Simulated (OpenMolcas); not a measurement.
# CH8BN (SMILES [BH3-][NH2+]C) at HF/6-31G(d) (Cartesian functions)

Aim: an optimisation with harmonic vibrations of CH8BN. 

The results are computed with OpenMolcas 26.06.

## (1) The structure to begin with

The species is CH8BN (11 atoms), meant as a singlet with charge 0. SMILES: `[BH3-][NH2+]C`. The shape is that of a PBE0-D4/def2-TZVP optimisation. The run starts from this shape.

Bond lengths: B1–N2 1.626 Å, N2–C3 1.469 Å, B1–H4 1.214 Å, B1–H5 1.214 Å, B1–H6 1.214 Å, N2–H7 1.016 Å, N2–H8 1.016 Å, C3–H9 1.089 Å, C3–H10 1.089 Å, C3–H11 1.092 Å. Some angles: B1–N2–C3 114.0°, B1–N2–H7 108.2°, B1–N2–H8 108.2°, C3–N2–H7 109.9°, C3–N2–H8 109.9°, N2–B1–H4 105.5°, N2–B1–H5 105.4°, N2–B1–H6 105.4°, N2–C3–H9 108.2°, N2–C3–H10 108.2°.

## (2) An optimisation with harmonic vibrations at HF/6-31G(d) (Cartesian functions)

The input, test.input:

```
&GATEWAY
BasLib = $CurrDir
Coord
11
angstrom
B       -0.828400       1.032000      -0.205100
N       -0.349500      -0.497500       0.070800
C        1.107800      -0.661100       0.155200
H       -2.040900       0.991000      -0.245400
H       -0.325100       1.341700      -1.265700
H       -0.402900       1.677500       0.731200
H       -0.783500      -0.815200       0.932300
H       -0.721000      -1.084700      -0.669900
H        1.475700      -0.024100       0.957600
H        1.543500      -0.317100      -0.781300
H        1.389800      -1.699400       0.341100
Basis = 6-31Gs
Group = NoSym
>>> EXPORT MOLCAS_MAXITER=50
>>> Do While
&SEWARD
&SCF
PrOrbitals = 0
&SLAPAF
>>> EndDo
>>> COPY $Project.Opt.xyz $CurrDir/final.xyz
>>> COPY $Project.slapaf.h5 $CurrDir/final.slapaf.h5
&MCKINLEY
&MCLR
Thermochemistry
1
1.0
298.15
End of PT
```

The basis set 6-31G* is read from a file made from the Basis Set Exchange's data (not shown).

On the command line:

```sh
$ export MOLCAS_MEM=1860
$ pymolcas test.input > test.log
```

The program printed:

```text
--- Start Module: gateway ---
[...]
--- Stop Module: gateway /rc=_RC_ALL_IS_WELL_ ---
[...]
      Basis functions           61
[...]
       Convergence after  10 Iterations
[...]
::    Total SCF energy                               -121.6408648397
[...]
 *              Molecular gradients               *
 **************************************************
  Irreducible representation: a
 ------------------------------------------------------------------------------------------
                              X                       Y                       Z
 ------------------------------------------------------------------------------------------
  B1                3.71437587185475E-03   -1.10005984361035E-02    1.95074892042080E-03
  N2                5.48528577459573E-03    1.79104616391311E-02   -2.81451981432643E-03
  C3               -7.95977065199871E-03   -1.42347746852933E-03    6.00627682473265E-06
  H4               -9.87166460865829E-04    3.37263931308673E-04   -9.11139899524849E-05
  H5                4.74664470535902E-04    2.30684734525921E-04   -7.13991546659187E-04
  H6                4.36186966451535E-04    4.80642794999042E-04    6.70784952792713E-04
  H7               -4.11687050443543E-03   -2.73359238231508E-03    9.02559633770350E-03
  H8               -3.45661737249525E-03   -5.57818565594137E-03   -7.91581004139585E-03
[...]
 Geometry is converged in   7 iterations to a Minimum Structure
*****************************************************************************************************************
*****************************************************************************************************************
++ Geometry section
********************************************************************************
  Geometrical information of the final structure
********************************************************************************
  NOTE: on convergence the final predicted structure will be printed here.
  This is not identical to the structure printed in the head of the output.
 *********************************************************
[...]
       Convergence after   4 Iterations
[...]
::    Total SCF energy                               -121.6417310520
[...]
      Total spin, S                                     0.0000000000
[...]
      Total electronic charge=   26.000000
      Total            charge=   -0.000000
[...]
      Dipole Moment (debye):
      Origin of the operator (angstrom)=   -0.0114   -0.0752    0.0130
                   X=  1.9169E+00               Y= -5.1361E+00               Z=  9.3869E-01           Total=  5.5620E+00
      Quadrupole Moment (debye*angstrom):
[...]
--- Start Module: mclr ---
[...]
     Frequency:        i4.25     i3.14     i0.05      0.04      0.04      0.29
[...]
     Frequency:       180.85    259.22    333.11    628.03    690.64    955.39
[...]
--- Stop Module: mclr /rc=_RC_ALL_IS_WELL_ ---
[...]
--- Start Module: mclr ---
[...]
        Frequency:         3320.82 cm-1
      ---------------------------------
[...]
        Frequency:         3351.83 cm-1
      ---------------------------------
[...]
        Frequency:         3721.08 cm-1
      ---------------------------------
[...]
        Frequency:         3794.43 cm-1
      ---------------------------------
[...]
--- Stop Module: mclr /rc=_RC_ALL_IS_WELL_ ---
[...]
```

It took 29 s on 1 thread of Arm Neoverse V1, shared host; peak memory 0.4 GiB.

## (3) Summary of results

At HF/6-31G* (Cartesian functions):

| quantity | value |
| --- | --- |
| total energy | -121.64173 Eh |
| dipole moment | 5.56 D |
| HOMO energy | -11.07 eV |
| LUMO energy | 4.98 eV |
| HOMO–LUMO gap | 16.06 eV |
| lowest harmonic wavenumber | 181 cm⁻¹ |
| highest harmonic wavenumber | 3794 cm⁻¹ |
| zero-point energy | 276.7 kJ/mol |
| ideal-gas entropy at 298.15 K and 1 atm (symmetry number 1 as used) | 66.5 cal/(mol K) |

What this shows: At the final geometry: Bond lengths: B1–N2 1.671 Å, N2–C3 1.470 Å, B1–H4 1.210 Å, B1–H5 1.210 Å, B1–H6 1.210 Å, N2–H7 1.004 Å, N2–H8 1.004 Å, C3–H9 1.080 Å, C3–H10 1.080 Å, C3–H11 1.084 Å. Some angles: B1–N2–C3 114.5°, B1–N2–H7 107.8°, B1–N2–H8 107.8°, C3–N2–H7 110.0°, C3–N2–H8 110.0°, N2–B1–H4 104.5°, N2–B1–H5 104.8°, N2–B1–H6 104.8°, N2–C3–H9 108.4°, N2–C3–H10 108.4°. All 27 modes are real, so the shape is a minimum at this level.
